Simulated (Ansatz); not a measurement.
**Cost against result**

The pair of HF (SMILES F, atoms 1–2) and SiH$_{3}$F (SMILES [SiH3]F, atoms 3–7), both closed shells, in one local arrangement (a lower one may exist), relaxed at PBE0-D4/def2-TZVP:

```xyz
7
angstrom
F 0.7463 0.1672 -2.6971
H 0.8221 -0.2218 -1.8586
Si -0.3512 0.0378 0.9501
F 0.6388 -0.6519 -0.1297
H -1.7339 -0.1294 0.4538
H 0.0240 1.4647 1.0474
H -0.1460 -0.6667 2.2342
```

Interaction energies are counterpoise-corrected; the time is that of the whole pair.

Program: Ansatz 0.2.0. Basis: as named in each row. Cores are frozen in the correlated methods. B3LYP uses VWN-RPA correlation. Extrapolation: Hartree–Fock as exp(−7.88 √X), correlation as X^−2.97.

Times are rough, for one single point on 2 threads of a shared host (AMD EPYC 9R45).

The estimate by CCSD(T) at an estimated basis limit (MP2 extrapolated from triple and quadruple zeta, plus CCSD(T) − MP2 in triple zeta) is -19.7 kJ/mol.

| method | basis | time (s) | interaction energy (kJ/mol) | method less estimate |
| --- | --- | --- | --- | --- |
| HF | STO-3G | under 1 | 0.1 | 19.7 |
| PBE-D4 | STO-3G | under 1 | -12.2 | 7.4 |
| SPW92 | def2-SVP | under 1 | -28.6 | -8.9 |
| PBE-D4 | def2-SVP | under 1 | -19.3 | 0.4 |
| B3LYP-D4 | 6-31G | under 1 | -31.7 | -12.0 |
| PBE0-D4 | def2-SVP | under 1 | -20.9 | -1.2 |
| CCSD(T) | def2-SVP | under 1 | -15.8 | 3.9 |
| PBE-D4 | def2-TZVPPD | under 1 | -19.5 | 0.2 |
| revPBE-D4 | def2-TZVPPD | under 1 | -15.4 | 4.2 |
| BLYP-D4 | def2-TZVPPD | 1 | -18.4 | 1.3 |
| PBE0-D4 | def2-TZVPPD | 1 | -20.3 | -0.6 |
| B3LYP-D4 | def2-TZVPPD | 1 | -20.4 | -0.7 |
| HSE06-D4 | def2-TZVPPD | 1 | -20.2 | -0.5 |
| wB97M-V | def2-SVP | 2 | -19.6 | 0.1 |
| r2SCAN-D4 | def2-TZVPPD | 2 | -20.5 | -0.8 |
| B2PLYP | def2-TZVPPD | 2 | -18.3 | 1.4 |
| B97M-V | def2-TZVPPD | 3 | -19.2 | 0.5 |
| wB97X-V | def2-TZVPPD | 3 | -19.5 | 0.2 |
| wB97M-V | def2-TZVPPD | 3 | -19.3 | 0.4 |
| MP2 | def2-QZVPPD | 5 | -18.3 | 1.3 |
| CCSD(T) | def2-TZVPPD | 22 | -18.0 | 1.7 |

T1 diagnostic: at most 0.012.
